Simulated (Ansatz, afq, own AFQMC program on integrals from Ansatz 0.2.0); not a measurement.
# NH3⁺, doublet: AFQMC among the cluster methods

```xyz
4

N     0.0000    0.0000    0.0000
H     1.5350    0.0206   -0.0001
H    -0.7854    1.3190   -0.0041
H    -0.7496   -1.3397    0.0042
```

Basis 6-31G. Only valence electrons are correlated. Integrals, coupled cluster, full CI and functionals: Ansatz 0.2.0; the random walks run on the same integrals in our own AFQMC program. ph-AFQMC/CISD is guided by a CISD state made of CCSD amplitudes; releasing the constraint for a short imaginary time cuts its bias at the price of noise, slowly where states lie close. Uncertainties: one standard error, sampling alone.

Determinant: ROHF, the one that the program's search chose, which needn't be the lowest solution. The geometry is a point of a scan.

Full CI on the same integrals is exact in this basis and with this determinant's frozen core.

Cautions: a spin-contaminated unrestricted determinant lies lower (UHF 382 meV lower, ⟨S²⟩ 1.09).

```
T1 diagnostic                               : 0.0365
weight of the determinant in the CISD state : 0.874
size of the correlated space                : 7 electrons in 14 orbitals
```

| level | correlation energy (eV) |
| --- | --- |
| MP2 | -3.4422 |
| CCSD | -4.2318 |
| CCSD(T) | -4.3380 |

Estimate where phaseless AFQMC with the Hartree–Fock trial lies against CCSD(T) on the same integrals.

81.1 ± 38.8 meV below CCSD(T).

Reference: full CI, correlation energy -4.367 eV. The released energy is read at 2.40 1/Eh (meV from the phaseless value at times in 1/Eh: -2 ± 4 at 0.24, -4 ± 3 at 0.51, -9 ± 3 at 0.99, -10 ± 3 at 1.62, -5 ± 3 at 2.40).

| level | E − E(reference) (meV) | share of correlation (%) |
| --- | --- | --- |
| CCSD(T) | 28.9 | 99.34 |
| CCSDT | 14.4 | 99.67 |
| CCSDT(Q) | -1.4 | 100.03 |
| CCSDTQ | 1.4 | 99.97 |
| ph-AFQMC/HF | -52.2 ± 38.8 | 101.19 |
| ph-AFQMC/CISD | 11.7 ± 4.5 | 99.73 |
| released AFQMC | 6.5 ± 2.8 | 99.85 |

CCSDT and higher add their correlation energy to the determinant of the CCSD(T) run, since their own runs factorise the integrals more tightly (a shift of under 2 meV). A walk keeps the symmetry of its determinant, which the program's search chose and which needn't be the lowest solution, so a lower state of the same spin and another symmetry isn't excluded. Released energies are given only where the last usable release times agree within the noise; a slower fall can still hide under it.
